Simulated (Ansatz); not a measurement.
System: bcc W. Method: r²SCANh (Ansatz, an electronic-structure program, plane waves, PAW).

Settings: plane-wave cutoff 520 eV, 14×14×14 k mesh, Fermi–Dirac smearing 0.05 eV, no spin polarisation, scalar-relativistic PAW data made under PBE.

Energies at three volumes about the minimum:

```json
[
 {"V (Å³/atom)": "15.455", "E − E_lowest (meV/atom)": "10.25"},
 {"V (Å³/atom)": "15.782", "E − E_lowest (meV/atom)": "0.00"},
 {"V (Å³/atom)": "16.248", "E − E_lowest (meV/atom)": "9.77"}
]
```

Q: Fit a parabola by hand: where is the minimum, what lattice constant follows, and what is the bulk modulus?

A: Slopes: (0.00 − 10.25)/(15.782 − 15.455) = -31.346 and (9.77 − 0.00)/(16.248 − 15.782) = 20.966 meV/Å³. Curvature E″ = 2 × (20.966 − (-31.346))/(16.248 − 15.455) = 131.934 meV/Å⁶. From the middle of the first interval, the slope vanishes at V0 = 15.6185 − (-31.346)/131.934 = 15.856 Å³/atom. B = V0 E″ = 15.856 × 131.934 meV/Å³ × 0.1602 GPa per meV/Å³ = 335 GPa. With 2 atoms in the cube, a = (2 × 15.856)^(1/3) = 3.165 Å. The full Birch–Murnaghan fit to all volumes gives V0 = 15.848 Å³/atom and B0 = 333 GPa.

Measured, for comparison: bulk modulus 312 GPa (zero-point energy and finite temperature contributions removed, our sources range from 300 to 328; as tabulated in doi:10.1021/acs.jctc.3c00612); lattice constant a 3.16 Å (static lattice: zero-point anharmonic expansion removed; as tabulated in Mejia-Rodriguez and Trickey (2018), arXiv:1807.09216). Computed (rounded) less measured: bulk modulus +7 % (+2 % to +11 % over the range).
